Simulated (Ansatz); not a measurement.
Ideal-gas functions of `O=C[O-]` at 600 K and 1 bar, from an Ansatz frequency run at PBE0-D4/def2-TZVPD.

Molar mass 45.02 g/mol, point group C2v (symmetry number 2), electronic degeneracy 1, moments of inertia 4.651, 40.926, 45.577 u Å². Harmonic wavenumbers (cm⁻¹, unscaled): 753, 1052, 1368, 1369, 1699, 2592.

Use S(trans) = R[1.5 ln M + 2.5 ln T − 1.1517]; rotational temperatures θ = 24.2544 K / I; S(rot) = R[ln(√π/σ · √(T³/θAθBθC)) + 1.5]; for each mode x = 1.438777 ν̃/T, S = R[x/(eˣ − 1) − ln(1 − e⁻ˣ)] and H = RT x/(eˣ − 1); 1 cm⁻¹ = 0.0119627 kJ/mol; R = 8.31446 J/(mol·K).

**Question.** By hand: the entropy, in J/(mol·K).

**Answer.** Translation 170.9. Rotation: θ = 5.2149, 0.5926, 0.5322 K, giving 89.2. Vibration, mode by mode: 4.45, 2.53, 1.38, 1.38, 0.73, 0.12, in all 10.6. Electronic 0.0. Sum 270.7 J/(mol·K).

**Question.** By hand: H − E and G − E in kJ/mol, counted from the electronic energy.

**Answer.** Zero-point energy ½ × 8833 × 0.0119627 = 52.8; thermal vibration 4.6; translation, rotation and pV give 4 RT = 20.0. H − E = 77.4 kJ/mol, and G − E = 77.4 − 600 × 270.7/1000 = -85.0 kJ/mol.

Vibration gives 4 % of the entropy.
